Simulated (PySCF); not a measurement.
A structure optimised at B3LYP-D3(BJ)/def2-SVP, used in a PySCF frequency run:

```xyz
10

C     -0.1853    -0.8117    -1.3666
S      0.4521     0.2373     0.0000
C     -0.1853    -0.8117     1.3666
O     -0.3951     1.4856     0.0000
H      0.0485    -0.2751    -2.2960
H      0.3033    -1.7973    -1.3612
H     -1.2756    -0.8981    -1.2515
H     -1.2756    -0.8981     1.2515
H      0.0485    -0.2751     2.2960
H      0.3033    -1.7973     1.3612
```
Charge 0, spin multiplicity 1.

Q: Write its SMILES, formula and point group.

A: CS(C)=O, C₂H₆OS, Cs

Q: What are its rotational constants (standard atomic weights)?

A: 6.8208, 6.6805, 4.1017 GHz
